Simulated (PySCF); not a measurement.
`C[SiH2][SiH3]`, CH$_{8}$Si$_{2}$

Molfile (atoms numbered from 1):
```
CH8Si2
     RDKit          3D

 11 10  0  0  0  0  0  0  0  0999 V2000
   -1.5709    0.7055    0.0740 C   0  0  0  0  0  0  0  0  0  0  0  0
   -0.3682   -0.7612    0.2113 Si  0  0  0  0  0  4  0  0  0  0  0  0
    1.7961   -0.0883   -0.2408 Si  0  0  0  0  0  4  0  0  0  0  0  0
   -2.5944    0.4074    0.2820 H   0  0  0  0  0  0  0  0  0  0  0  0
   -1.3111    1.4939    0.7751 H   0  0  0  0  0  0  0  0  0  0  0  0
   -1.5519    1.1362   -0.9234 H   0  0  0  0  0  0  0  0  0  0  0  0
   -0.5211   -1.3245    1.5626 H   0  0  0  0  0  0  0  0  0  0  0  0
   -0.8460   -1.8026   -0.7126 H   0  0  0  0  0  0  0  0  0  0  0  0
    1.9424    0.4724   -1.5882 H   0  0  0  0  0  0  0  0  0  0  0  0
    2.2687    0.9504    0.6805 H   0  0  0  0  0  0  0  0  0  0  0  0
    2.7618   -1.1864   -0.1466 H   0  0  0  0  0  0  0  0  0  0  0  0
  1  2  1  0
  2  3  1  0
  1  4  1  0
  1  5  1  0
  1  6  1  0
  2  7  1  0
  2  8  1  0
  3  9  1  0
  3 10  1  0
  3 11  1  0
M  END
```

The calculation used PySCF, quadratic response B3LYP/aug-cc-pVDZ first hyperpolarisability, Taylor convention, gas phase. Geometry: GFN2-xTB.

Problem. Give the tensor of the second harmonic β(−2ω;ω,ω) at 1064 nm in the axes of these coordinates.

Solution. In au, Taylor convention; rows are the first index (the induced dipole):
```
       xx     yy     zz     xy     xz    yz
x  -137.1  -16.1  -18.0  +13.6  +12.0  -1.5
y   +13.9  +33.7   +5.2  -15.9   -1.6  -3.1
z   +12.0   -3.1   +4.6   -1.5  -17.7  +5.3
```
Norm of βᵢ = ⅓ Σⱼ (βᵢⱼⱼ + βⱼᵢⱼ + βⱼⱼᵢ): 179.3 au, hyper-Rayleigh value 68.0 au.
